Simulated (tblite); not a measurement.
C₆H₁₂.
Bonds: C1–C2, C2–C3, C3–C4, C4–C5, C5–C6, C4–C6. Hydrogens: H7, H8, H9 on C1; H10, H11 on C2; H12, H13 on C3; H14 on C4; H15, H16 on C5; H17, H18 on C6.

Computed with GFN2-xTB (tblite), gas phase: Langevin dynamics at 300 K from the optimised GFN2-xTB geometry, time step 0.5 fs, friction 0.01 fs⁻¹, 2000 steps.

Start geometry:
```
atom  x, y, z in Å
C1      2.666   -0.015   -0.118
C2      1.268   -0.614   -0.196
C3      0.257    0.368   -0.790
C4     -1.126   -0.235   -0.856
C5     -2.005   -0.216    0.358
C6     -2.340    0.642   -0.825
H7      3.367   -0.733    0.302
H8      2.668    0.874    0.510
H9      3.016    0.267   -1.109
H10     0.937   -0.904    0.804
H11     1.293   -1.517   -0.810
H12     0.580    0.654   -1.795
H13     0.231    1.273   -0.179
H14    -1.181   -1.119   -1.482
H15    -2.626   -1.074    0.566
H16    -1.631    0.272    1.245
H17    -2.194    1.708   -0.734
H18    -3.190    0.373   -1.432
```

The statistics below take the 31 frames saved every 25 fs from 250 to 1000 fs; their kinetic temperature (all 3N coordinates) averages 301 K.

Q: Give the mean, spread and extremes of the bond lengths.

A: 
```tsv
bond	start (Å)	mean (Å)	standard deviation (Å)	shortest (Å)	longest (Å)
C1–C2	1.523	1.527	0.028	1.483	1.606
C2–C3	1.529	1.537	0.033	1.473	1.590
C3–C4	1.510	1.522	0.031	1.466	1.584
C4–C5	1.499	1.501	0.031	1.421	1.551
C5–C6	1.499	1.501	0.032	1.434	1.563
C4–C6	1.498	1.496	0.025	1.437	1.544
C1–H7	1.088	1.096	0.023	1.060	1.151
C1–H8	1.088	1.091	0.033	1.020	1.175
C1–H9	1.088	1.092	0.025	1.048	1.148
C2–H10	1.092	1.101	0.034	1.040	1.186
C2–H11	1.092	1.093	0.029	1.039	1.152
C3–H12	1.094	1.099	0.026	1.061	1.163
C3–H13	1.092	1.096	0.024	1.054	1.148
C4–H14	1.084	1.088	0.031	1.029	1.154
C5–H15	1.079	1.083	0.026	1.040	1.136
C5–H16	1.080	1.085	0.031	1.031	1.142
C6–H17	1.079	1.086	0.033	1.023	1.146
C6–H18	1.079	1.085	0.029	1.042	1.138
```

Q: Give the same statistics for bond angles, one of each kind among heavy atoms.

A: 
```csv
angle,start (°),mean (°),standard deviation (°),smallest (°),largest (°)
C1–C2–C3,112.0,112.9,4.2,104.1,120.0
C2–C3–C4,111.5,111.4,3.7,104.8,117.7
C3–C4–C5,119.8,119.5,4.1,113.5,128.4
C5–C4–C6,60.0,60.1,1.8,57.3,64.3
C4–C5–C6,60.0,59.8,1.2,57.8,62.4
```

Q: How far does each atom move about its mean position (frames aligned on the start, all atoms weighted alike), and what rms force does it feel?

A: 
| atom | rms displacement (Å) | rms force (eV/Å) |
| --- | --- | --- |
| C1 | 0.14 | 1.93 |
| C2 | 0.18 | 2.05 |
| C3 | 0.17 | 1.66 |
| C4 | 0.12 | 2.05 |
| C5 | 0.19 | 2.15 |
| C6 | 0.12 | 1.93 |
| H7 | 0.86 | 0.89 |
| H8 | 0.82 | 1.16 |
| H9 | 0.99 | 0.98 |
| H10 | 0.37 | 1.12 |
| H11 | 0.34 | 0.95 |
| H12 | 0.27 | 0.87 |
| H13 | 0.25 | 0.87 |
| H14 | 0.29 | 1.05 |
| H15 | 0.32 | 1.01 |
| H16 | 0.35 | 1.11 |
| H17 | 0.30 | 1.17 |
| H18 | 0.22 | 0.96 |

The displacements run from 0.12 to 0.99 Å, the largest at H9.

Q: Follow the torsions C1–C2–C3–C4 and C2–C3–C4–C5 through every second one of these frames.

A: 
```csv
t (fs),C1–C2–C3–C4 (°),C2–C3–C4–C5 (°)
250,175,53
300,158,71
350,156,76
400,170,65
450,175,82
500,-176,69
550,-159,75
600,-146,80
650,-153,88
700,-167,107
750,178,113
800,-178,96
850,172,69
900,167,70
950,179,82
1000,-172,93
```

Largest departure from the start value over all these frames: C1–C2–C3–C4 33° (start 180°), C2–C3–C4–C5 30° (start 83°).

The run is classical and short, so these are rough statistics of one trajectory.

What follows is the cost of the whole dynamics run. The run took 7.6 s wall on an INTEL XEON PLATINUM 8581C at 2.10 GHz with one thread (shared host), and the process peaked at 0.18 GiB of memory.
